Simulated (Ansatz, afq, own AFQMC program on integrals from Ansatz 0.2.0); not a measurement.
**BGeH3, singlet in cc-pVDZ, levels against CCSDT(Q)**

```xyz
5

Ge   -0.0290   -0.0014    0.2536
B     0.1333   -0.0014   -1.6270
H     0.4141    1.2756    0.9713
H     0.4141   -1.2784    0.9713
H    -0.1650    0.1209   -2.7655
```

Connectivity, by distances: GeH2–BH.

Basis cc-pVDZ. Only valence electrons are correlated. AFQMC by an in-house program on the Cholesky factors that Ansatz 0.2.0 writes for its CCSD(T) run. The CISD trial takes its coefficients from CCSD amplitudes. Released means that phaseless walkers are propagated on without the constraint, phases kept. Uncertainties: one standard error, sampling alone. No spin–orbit coupling.

Determinant: RHF, the one that the program's search chose, which needn't be the lowest solution. The geometry is a point of a scan.

No full CI on the walks' own integrals is used here; CCSDT(Q) serves as the reference and is uncertain by about the last step of the cluster series.

Cautions: no relativity below Rb; no spin-orbit coupling; inner d shell frozen; higher spins were not checked; restricted determinant unstable towards unrestricted (UHF 196 meV lower, ⟨S²⟩ 0.50).

The T1 diagnostic is 0.0195, the weight of the determinant in the CISD state is 0.855 and the size of the correlated space is 10 electrons in 41 orbitals.

```
  level  correlation energy (eV)
    MP2                  -4.6333
   CCSD                  -5.6792
CCSD(T)                  -5.8947
```

Task: Estimate where AFQMC with the constraint released lies against CCSD(T) on the same integrals.

Result: 4.9 ± 1.3 kJ/mol below CCSD(T).

Reference: CCSDT(Q), correlation energy -5.945 eV. The released energy is read at 2.40 1/Eh (meV from the phaseless value at times in 1/Eh: -10 ± 21 at 0.24, 9 ± 17 at 0.51, -3 ± 15 at 0.99, -25 ± 13 at 1.62, -15 ± 14 at 2.40).

| level | E − E(reference) (kJ/mol) | share of correlation (%) |
| --- | --- | --- |
| CCSD(T) | 4.9 | 99.15 |
| CCSDT | 1.3 | 99.77 |
| ph-AFQMC/CISD | 1.5 ± 1.8 | 99.75 |
| released AFQMC | 0.0 ± 1.3 | 100.01 |

Released energies are given only where the last usable release times agree within the noise; a slower fall can still hide under it.
